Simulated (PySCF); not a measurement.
# Two structures, one formula

Two relaxed structures of MgBH₃O, singlet (PBE0-D4/def2-TZVP; forces vanish, vibrations not checked).

A:

```xyz
6
angstrom
B -1.2207 0.5136 -0.9910
Mg 0.4534 -0.2038 0.3587
O 1.7579 -0.7611 1.4098
H -2.0201 -0.2262 -1.4991
H -1.3936 1.6701 -1.2683
H 2.4517 -1.0668 1.9768
```

B:

```xyz
6
angstrom
B 0.1883 -0.5685 -0.0437
Mg -1.2444 1.1399 -0.6220
O 1.1114 -0.3283 0.9293
H 0.2069 -1.6846 -0.5262
H -2.3241 2.3999 -1.0729
H 1.6751 -1.0858 1.1206
```

Program: PySCF 2.14 with density fitting (its default auxiliary sets; JK sets also for MP2 and CCSD(T)). Basis: def2-TZVPP. Cores are frozen in the correlated methods. The outer core shell of Li, Na, Mg and K is correlated. The def2 sets are not built for correlating such inner shells, so the correlated values are less sure here. B3LYP uses VWN-RPA correlation.

(1) Which structure is lower at CCSD(T), and by how much? (An estimate is asked for; the value comes from the calculation.)

T1 diagnostic: at most 0.012.

## Answers

(1) The calculation gives: B, by 2.58 kcal/mol (electronic energy, against the other). By their contacts, A is MgBH₃O ([BH2][Mg][OH]) and B is MgBH₃O ([OH][BH][MgH]).

All methods give the same order:

```tsv
method	E(B) − E(A) (kcal/mol)
PBE-D4	-6.19
r2SCAN-D4	-3.08
PBE0-D4	-4.94
B3LYP-D4	-3.41
wB97M-V	-3.56
HF	-1.16
MP2	-0.64
CCSD	-1.71
CCSD(T)	-2.58
```

Labels in which every atom is bracketed show which atoms are joined, not bond orders.

For scale, one of the runs: CCSD(T)/def2-TZVPP, 136 basis functions, launched by `OMP_NUM_THREADS=2 python run.py`. Time: 2.2 min of wall clock on 2 CPU threads of an Arm Neoverse V2; the host was shared. Peak host memory: 0.91 GiB.
